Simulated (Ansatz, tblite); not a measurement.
# The cluster Re₄: one state, many levels

How do method and basis change the picture of the cluster Re₄ (singlet)?

Computed with Ansatz 0.2.0, Gaussian basis. Level: as each input shows.

Plan: GFN1-xTB, GFN2-xTB, PBE-D4/def2-TZVP, r2SCAN-D4/def2-TZVP, BHLYP-D4/def2-TZVP, B3LYP-D4/def2-TZVP, B2PLYP/def2-TZVP, CAM-B3LYP-D4/def2-TZVP, PBE-QIDH/def2-TZVP, HF/def2-TZVP, ωB97M-V/def2-TZVP, PBE+5HF/def2-TZVP, PBE+10HF/def2-TZVP, PBE+15HF/def2-TZVP, PBE+35HF/def2-TZVP, PBE+50HF/def2-TZVP, PBE-D4/def2-SVP, PBE0-D4/def2-SVP, PBE0-D4/def2-QZVPP, PBE0-D4/def2-TZVPD, PBE-D4/def2-TZVPD, r2SCAN-D4/def2-TZVPD, CCSD(T)/def2-TZVP, RPA/def2-TZVP.

1 further run of the same task is left out (it didn't finish).

## Step 1: The structure

The geometry is that of the singlet, from an earlier relaxation (PBE-D4/def2-SVP). At that level it is the lowest of the isomers that a small search found.

4 atoms, charge 0, spin multiplicity 1.

Bond lengths: Re1–Re2 2.265 Å, Re1–Re3 2.265 Å, Re1–Re4 3.203 Å, Re2–Re3 3.203 Å, Re2–Re4 2.265 Å, Re3–Re4 2.265 Å. Angles: Re2–Re1–Re3 90.0°, Re2–Re1–Re4 45.0°, Re3–Re1–Re4 45.0°, Re1–Re2–Re3 45.0°, Re1–Re2–Re4 90.0°, Re3–Re2–Re4 45.0°, Re1–Re3–Re2 45.0°, Re1–Re3–Re4 90.0°, Re2–Re3–Re4 45.0°, Re1–Re4–Re2 45.0°, Re1–Re4–Re3 45.0°, Re2–Re4–Re3 90.0°.

Coordinates:

```xyz
4

Re    1.5892   -0.1925   -0.0403
Re   -0.1866   -1.5793    0.1871
Re    0.1866    1.5794   -0.1870
Re   -1.5892    0.1925    0.0403
```

Re takes a core potential in the def2 sets. No spin-orbit coupling is included.

PBE0-D4/def2-TZVP was run before; its log isn't repeated, and its numbers join the tables.

## Step 2: GFN1-xTB

Tight binding, by tblite at 300 K electronic temperature and without a spin-polarisation term:

```python
tblite.interface.Calculator('GFN1-xTB', numbers, positions, charge=0, uhf=0).singlepoint()
```

Energy -261.1606 eV, HOMO -10.08 eV, LUMO -9.77 eV; 0.01 s.

## Step 3: GFN2-xTB

Tight binding, by tblite at 300 K electronic temperature and without a spin-polarisation term:

```python
tblite.interface.Calculator('GFN2-xTB', numbers, positions, charge=0, uhf=0).singlepoint()
```

Energy -355.0047 eV, HOMO -6.63 eV, LUMO -6.25 eV; 0.026 s.

## Step 4: PBE-D4/def2-TZVP

start.molden holds the orbitals of an earlier run on this state, given as this run's starting guess.

The input, in.yaml:

```yaml
crystal:
  periodic: [false, false, false]
  atoms:
    - {symbol: Re, position_ang: [1.589162, -0.192503, -0.040300]}
    - {symbol: Re, position_ang: [-0.186573, -1.579348, 0.187055]}
    - {symbol: Re, position_ang: [0.186574, 1.579356, -0.187030]}
    - {symbol: Re, position_ang: [-1.589163, 0.192505, 0.040275]}
basis:
  gaussian: {orbitals: def2-TZVP, initial_orbitals: start.molden}
hamiltonian: {xc: pbe, dispersion: d4}
scf: {omitted_lower_state_checks: [starts]}
output: {orbitals: {seedname: orbitals}}
```

Launch:

```console
> ansatz run in.yaml --threads 2 --pin off --events-out ev --progress --plain --max-ram 4352MiB
```

After this run come: r2SCAN-D4/def2-TZVP; BHLYP-D4/def2-TZVP; B3LYP-D4/def2-TZVP; B2PLYP/def2-TZVP; CAM-B3LYP-D4/def2-TZVP; PBE-QIDH/def2-TZVP; HF/def2-TZVP; ωB97M-V/def2-TZVP; PBE+5HF/def2-TZVP; PBE+10HF/def2-TZVP; PBE+15HF/def2-TZVP; PBE+35HF/def2-TZVP; PBE+50HF/def2-TZVP; PBE-D4/def2-SVP; PBE0-D4/def2-SVP; PBE0-D4/def2-QZVPP; PBE0-D4/def2-TZVPD; PBE-D4/def2-TZVPD; r2SCAN-D4/def2-TZVPD; CCSD(T)/def2-TZVP; RPA/def2-TZVP.

Before running them: what should the planned runs give, taken together? Wanted: gap in def2-TZVP, named functionals and Hartree-Fock, smallest and largest; gap over the share of exact exchange; correlation energy, CCSD(T)/def2-TZVP; binding an atom, functionals in def2-TZVP; PBE0 total energy, smallest basis above largest.

The runs gave:

```
                                                                  quantity                                value
gap in def2-TZVP, named functionals and Hartree-Fock, smallest and largest       0.93 eV (PBE-D4), 6.07 eV (HF)
                                      gap over the share of exact exchange         0.93 eV at 0, 3.40 eV at 0.5
                                     correlation energy, CCSD(T)/def2-TZVP                            -53.32 eV
                                 binding an atom, functionals in def2-TZVP  0.70 (BHLYP-D4) to 3.72 eV (B2PLYP)
                           PBE0 total energy, smallest basis above largest       1.59 eV (def2-SVP, def2-QZVPP)
```

What this shows: Over the named functionals and Hartree-Fock in def2-TZVP the gap runs from 0.93 eV (PBE-D4) to 6.07 eV (HF); exact exchange widens it. Raising the share of exact exchange from 0 to 0.5 moves the HOMO by -1.32 eV and the LUMO by +1.15 eV. Notes on CCSD(T)/def2-TZVP and its Hartree-Fock reference, which MP2 shares: large T1 diagnostic, restricted state is unstable towards broken spin symmetry, state flagged by the program.
